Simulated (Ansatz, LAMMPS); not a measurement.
**Elastic constant C33 of rutile TiO2: levels of theory against measurement**

Reference value: 484 GPa (measured, room temperature, not corrected to a static lattice; as tabulated in Elasticity of TiO2 rutile to 1800 K).

**Question.** Put these levels in order of the elastic constant C33 that they give for rutile TiO2, smallest first: LDA (Ansatz, a program for electronic structure), PBE (Ansatz), ionic model cherry1995 (shell model, LAMMPS).

**Answer.** PBE (473 GPa), LDA (528 GPa), ionic model cherry1995 (590 GPa)

Unless a cell is named, each level is at its own relaxed cell (ionic model cherry1995 11.37, LDA 10.06, PBE 10.65 Å³/atom).

Differences against the reference: ionic model cherry1995 +22 %, LDA +9.1 %, PBE -2.3 %.

The measured value isn't corrected to a static lattice, so vibrations enter the comparison. A static lattice is as a rule stiffer than a warm one, by over a tenth in soft solids.  Each level is taken at its own relaxed cell. Ansatz's density-functional and Hartree–Fock values are scalar-relativistic unless marked +SOC, with PAW data made under PBE.

Empirical potentials (ionic model cherry1995) are fitted to chosen data, which need not cover the solid at hand: agreement can be built in, and what lay outside the fit can be far off.

Differences are worked out from the printed values.
